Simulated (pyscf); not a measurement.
# Four-centre exchange: F–WH₂(F)(F)–F + ammonia (NH₃) → H₂N–WH(F)(F)(F)–F + hydrogen (H₂)

Gas phase, singlet surface, charge 0. Bonds broken: W2–H6, N8–H9. Bonds formed: W2–N8, H6–H9. Structures and frequencies: ωB97X-D3(BJ)/def2-SVP in PySCF.

Transition state (Å):

```xyz
11

F      0.9842    -1.2515    -0.3246
W     -0.5907    -0.2562    -0.3569
F     -1.3775    -1.9153    -0.7204
F     -1.4039     0.1360    -2.0045
F     -1.1280    -0.4794     1.4362
H      0.6273     0.7515     0.6497
H      0.4742     0.7700    -1.1654
N     -1.4234     1.5672     0.0775
H     -0.0644     1.3860     0.5122
H     -1.8466     1.7706     0.9794
H     -1.6370     2.2448    -0.6499
```

One imaginary mode, 1171i cm⁻¹; descent along it reached the two sides named, in the forms told below.

```tsv
bond	change	reactant side (Å)	saddle	product side
W2–H6	breaks	1.688	1.874	3.5
N8–H9	breaks	1.020	1.438	4.4
W2–N8	forms	2.269	2.051	1.924
H6–H9	forms	2.245	0.949	0.760
```

Electronic energies relative to the separated reactants (kcal/mol):

```json
[
 {"level": "ωB97X-D3(BJ)/def2-TZVP", "barrier": "13.3", "reaction energy": "-17.1", "reverse barrier": "30.4"},
 {"level": "PBE/def2-TZVP", "barrier": "9.7", "reaction energy": "-16.5", "reverse barrier": "26.2"},
 {"level": "r²SCAN/def2-TZVP", "barrier": "8.3", "reaction energy": "-18.3", "reverse barrier": "26.6"},
 {"level": "B3LYP-D3(BJ)/def2-TZVP", "barrier": "14.2", "reaction energy": "-16.7", "reverse barrier": "30.9"},
 {"level": "PBE0-D3(BJ)/def2-TZVP", "barrier": "9.7", "reaction energy": "-16.0", "reverse barrier": "25.7"},
 {"level": "M06-2X/def2-TZVP", "barrier": "14.7", "reaction energy": "-16.9", "reverse barrier": "31.6"},
 {"level": "ωB97M-D3(BJ)/def2-TZVP", "barrier": "15.1", "reaction energy": "-14.4", "reverse barrier": "29.5"},
 {"level": "HF/def2-TZVP", "barrier": "34.4", "reaction energy": "-7.7", "reverse barrier": "42.2"}
]
```

With ωB97M-D3(BJ)/def2-TZVP energies and thermal terms (ideal gas, 1 atm, RRHO with modes under 100 cm⁻¹ raised to 100, one conformer, R ln 2 for chiral ones without a mode under 150 cm⁻¹), in kcal/mol:

```csv
T (K),ΔH‡,ΔG‡,ΔH,ΔG
298,14.2,26.0,-17.2,-14.9
600,14.3,38.0,-15.9,-13.2
900,14.9,49.7,-14.8,-12.0
1200,15.7,61.1,-14.1,-11.2
```

On the reactant side the descent ends in an adduct with a N–W contact, 22.4 kcal/mol under the separated species and 35.7 kcal/mol under the saddle at ωB97X-D3(BJ)/def2-TZVP. What is counted as formed (N–W) is already present as a longer contact in the reactant adduct; forming that adduct is a step of its own. At the saddle there is also a short H–W contact that neither side keeps. One saddle was located; it need not be the lowest between these sides. Elements past Kr carry the def2 core potentials, without spin-orbit coupling.
